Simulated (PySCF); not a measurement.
A GIAO shielding run with PySCF 2.14 (density fitting, non-relativistic, gas phase) on SMILES C#CC(C)=O, C4H4O:

```
$ OMP_NUM_THREADS=1 python probes_run.py task.json out

{"job": {"kind": "nmr", "xc": "B97-2", "basis": "pcSseg-2", "pop": false}, "charge": 0, "multiplicity": 1}
C      2.114804     0.801000    -0.147938
C      1.157874     0.112894     0.084981
C     -0.017772    -0.699903     0.356615
C     -1.328604    -0.082082    -0.029023
O      0.084584    -1.791061     0.860339
H      2.977931     1.393455    -0.344979
H     -1.460689     0.865172     0.500515
H     -1.328713     0.148392    -1.097606
H     -2.141464    -0.765201     0.210567
```

Hardware: 1 thread of an Arm Neoverse N1, shared host.

(1) How large is the calculation?

(2) How long does it take, and how much memory does it need?

(3) And these other runs on the same molecule and hardware: GIAO shielding at KT3/pcSseg-2; GIAO shielding at PBE0/pcSseg-2; GIAO shielding at wB97X-D/pcSseg-2?

## Answers

(1) 36 electrons, 236 basis functions and 617 auxiliary functions.

(2) 28 s of wall time, with 14 SCF cycles and 5 response iterations; peak memory 0.81 GiB. Times on a shared host scatter by some tens of per cent.

(3) KT3/pcSseg-2: 236 functions, 42 s; PBE0/pcSseg-2: 236 functions, 31 s; wB97X-D/pcSseg-2: 236 functions, 37 s.
